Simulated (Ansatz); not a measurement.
## Ansatz (development build ahead of 0.2.0) run

```yaml
crystal:
  periodic: [false, false, false]
  atoms:
    - { symbol: "N", position_ang: [0.0, 0.0, 0.5698] }
    - { symbol: H, position_ang: [0.0, 0.0, -0.5698] }
basis:
  gaussian: { orbitals: STO-3G }
magnetization:
  spin_polarized: true
  initial_magnetization: 2
hamiltonian:
  xc: hf
correlation:
  method: ccsd_t
  frozen_orbitals: { H: 0, "N": 1 }
```

The input is written out in the form of the current development build from the run's settings.

The run gave:

```yaml
Converged: yes
Reference_energy: -54.26128 hartree
CCSD_correlation_energy: -0.02832 hartree
Triples_correction: 0.00000 hartree
Total_energy: -54.28960 hartree
Spin_squared_of_the_determinant: 2.021
```
